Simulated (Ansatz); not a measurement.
Molecule: silane, SiH4, net charge 0, singlet state. 
Structure (B3LYP-D3(BJ)/def2-TZVP (Ansatz, a first-principles code) minimum search):
```
Si
H 1 1.4803
H 1 1.4803 2 109.47
H 1 1.4803 2 109.47 3 -120.00
H 1 1.4803 2 109.47 4 -120.00
```
Charge 0, spin multiplicity 1.

Basis-set convergence of Hartree-Fock and CCSD(T) correlation energies (hartree) with Ansatz. Valence correlation only, unless marked. Spin-orbit coupling is left out. No relativistic terms.

```csv
basis,functions,E(HF),"E(corr, CCSD(T))",rough core time
def2-SVPD,56,-291.15616,-0.15499,under 20 s
def2-TZVPPD,116,-291.25860,-0.17772,under 20 s
def2-QZVPPD,208,-291.26793,-0.18503,21 s
```

Extrapolating the two largest sets (X = 3 and 4) as X^-3: E(corr) = (64·(-0.18503) - 27·(-0.17772))/37 = -0.1904 Eh, an estimate of the basis-set limit. The largest set recovers 97.2 % of it, the smallest 81.4 %.
